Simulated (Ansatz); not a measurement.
## Ansatz (development build ahead of 0.2.0) run

```yaml
crystal:
  periodic: [false, false, false]
  atoms:
    - { symbol: B, position_ang: [0.0, 0.0, 0.0] }
    - { symbol: "N", position_ang: [0.0, 0.0, 1.54] }
basis:
  gaussian: { orbitals: def2-SVP }
magnetization:
  spin_polarized: true
hamiltonian:
  xc: hf
correlation:
  method: mp2
  frozen_orbitals: { B: 1, "N": 1 }
output:
  forces: true
```

The input is written out in the form of the current development build from the run's settings.

The run gave:

| Quantity | Value |
| --- | --- |
| Converged | yes |
| Reference energy | -78.89483 hartree |
| Correlation energy | -0.14101 hartree |
| Total energy | -79.03584 hartree |
| Spin squared of the determinant | 1.646 |
| Stability test | minimum |

Forces (eV/Å):
```
atom     Fx     Fy      Fz
  B1  0.000  0.000   6.871
  N2  0.000  0.000  -6.871
```

Caution: bonds are stretched, where a single reference can fail; the unrestricted determinant is a mixture of spin states.
